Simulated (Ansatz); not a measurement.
**CH₆SSi: taking an electron away**

The task here is to estimate one member of a computed series from the others.

Program: Ansatz 0.2.0, Gaussian basis. Level of theory: unrestricted cation, the program's frozen cores in correlated methods. These are calculated values, not measurements.

Levels to be run: UKS PBE-D4/def2-TZVPP; UKS r2SCAN-D4/def2-TZVPP; UKS PBE0-D4/def2-TZVPP; UKS B3LYP-D4/def2-TZVPP; UKS wB97X-V/def2-TZVPP; UKS wB97M-V/def2-TZVPP; UKS B2PLYP/def2-TZVPP; UHF-MP2/def2-TZVPP; UHF-MP2/def2-QZVPP; then −ε(HOMO) from the neutral's earlier runs with LDA (SPW92), PBE-D4, revPBE-D4, BLYP-D4, r2SCAN-D4, B97M-V, PBE0-D4, B3LYP-D4, r2SCANh-D4, r2SCAN0-D4, HSE06-D4, BHLYP-D4, CAM-B3LYP-D4, LC-ωPBE, ωB97X-V, ωB97M-V.

1 further run of the same task is left out (it didn't finish).

**Structure used throughout**

An earlier PBE0-D4 in a triple-zeta def2 set relaxation fixed the geometry.

SMILES `[SiH3]CS`, 9 atoms, charge 0, spin multiplicity 1.

Atoms are counted from 1 here; the program's logs count them from 0.

Bond lengths: Si1–C2 1.878 Å, Si1–H4 1.484 Å, Si1–H5 1.489 Å, Si1–H6 1.488 Å, C2–S3 1.813 Å, C2–H7 1.093 Å, C2–H8 1.092 Å, S3–H9 1.343 Å. Angles: C2–Si1–H4 109.8°, C2–Si1–H5 110.7°, C2–Si1–H6 108.8°, H4–Si1–H5 109.5°, H4–Si1–H6 109.3°, H5–Si1–H6 108.7°, Si1–C2–S3 111.4°, Si1–C2–H7 109.3°, Si1–C2–H8 112.3°, S3–C2–H7 105.3°, S3–C2–H8 110.8°, H7–C2–H8 107.3°, C2–S3–H9 97.3°.

Set-up of the first run:

The input, in.yaml:

```yaml
crystal:
  periodic: [false, false, false]
  atoms:
    - {symbol: Si, position_ang: [-0.839748, 0.228511, -0.626421]}
    - {symbol: C, position_ang: [0.918364, -0.079653, -0.043612]}
    - {symbol: S, position_ang: [0.946827, -1.021893, 1.505125]}
    - {symbol: H, position_ang: [-1.512076, -1.065044, -0.902985]}
    - {symbol: H, position_ang: [-0.846529, 1.064995, -1.858806]}
    - {symbol: H, position_ang: [-1.580470, 0.948520, 0.444017]}
    - {symbol: H, position_ang: [1.436903, -0.706787, -0.773284]}
    - {symbol: H, position_ang: [1.491238, 0.844787, 0.054428]}
    - {symbol: H, position_ang: [0.073990, -0.259736, 2.184437]}
basis:
  gaussian: {orbitals: def2-TZVPP}
total_charge: 1
magnetization: {spin_polarized: true, initial_magnetization: 1}
hamiltonian: {xc: pbe, dispersion: d4}
```

Started as:

```
$ ansatz run in.yaml --threads 2 --pin off --events-out ev --progress --plain --max-ram 4352MiB
```

Steps of the session up to this table: Cation, UKS PBE-D4/def2-TZVPP; Cation, UKS r2SCAN-D4/def2-TZVPP; Cation, UKS PBE0-D4/def2-TZVPP; Cation, UKS B3LYP-D4/def2-TZVPP; Cation, UKS wB97X-V/def2-TZVPP; Cation, UKS wB97M-V/def2-TZVPP; Cation, UKS B2PLYP (frozen core)/def2-TZVPP; Cation, UHF-MP2/def2-TZVPP; Cation, UHF-MP2/def2-QZVPP.

One table of the session follows, with a row left open; its other results are not shown here.

It belongs to the step «Ionisation energies side by side». For comparison, −ε(HOMO) of the neutral from earlier runs:

```
  functional  −ε(HOMO) (eV)
 LDA (SPW92)           5.73
      PBE-D4           5.62
   revPBE-D4           5.58
     BLYP-D4           5.47
   r2SCAN-D4           5.87
      B97M-V           6.00
     PBE0-D4              ?
    B3LYP-D4           6.61
  r2SCANh-D4           6.32
  r2SCAN0-D4           7.00
    HSE06-D4           6.44
    BHLYP-D4           7.93
CAM-B3LYP-D4           8.18
     LC-ωPBE           9.58
     ωB97X-V           9.22
     ωB97M-V           9.06
```

Q: Estimate the row for PBE0-D4 from the others.

**Answer.** −ε(HOMO) (eV): 6.84. In the column «−ε(HOMO) (eV)» it lies between B3LYP-D4 (6.61) and r2SCAN0-D4 (7.00).
